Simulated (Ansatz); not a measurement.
```yaml
crystal:
  periodic: [false, false, false]
  atoms:
    - {symbol: S, position_ang: [1.139478, 1.363724, 1.241893]}
    - {symbol: S, position_ang: [1.446531, 0.493597, -0.485625]}
    - {symbol: S, position_ang: [0.571189, -1.463138, -0.055493]}
    - {symbol: S, position_ang: [-1.555358, -1.197472, -0.341681]}
    - {symbol: H, position_ang: [-0.035246, 2.015470, 1.098202]}
    - {symbol: H, position_ang: [-1.570037, -1.227116, -1.752458]}
basis:
  gaussian: {orbitals: cc-pVTZ}
total_charge: 1
magnetization: {spin_polarized: true, initial_magnetization: 1}
hamiltonian: {xc: {name: r2SCANh}}
```

```sh
$ ansatz run in.yaml --threads 4 --pin off --events-out ev --progress --plain --max-ram 3916MiB
```

It prints (some lines left out):

```
Functional definition: r2SCANh
1192 factors; their error is unknown
mean field evaluation 1: about -43362.8726 eV, gradient 1.5e1 eV
mean field evaluation 2: about -43361.9340 eV, gradient 1.9e1 eV
mean field evaluation 4: about -43364.1104 eV, gradient 2.6e0 eV
mean field evaluation 8: about -43364.1581 eV, gradient 2.3e-1 eV
mean field evaluation 16: about -43364.1364 eV, gradient 2.6e-3 eV
mean field evaluation 32: about -43364.1248 eV, gradient 1.0e0 eV
mean field -43364.13644724 eV, -1593.6026211689 hartree, gradient 3.7e-5 eV, S^2 0.761043; 6 other end points of the search recorded, 0 dependent functions left out
reference -43364.13645800 eV, -1593.6026215641 hartree; 33, 32 occupied and 131, 132 virtual orbitals, 1192 factors
Total energy: -43364.13645800 eV, -1593.6026215641 hartree
```

It took 25 s on 4 threads of Intel Xeon on a shared host, peak host memory 0.7 GiB.
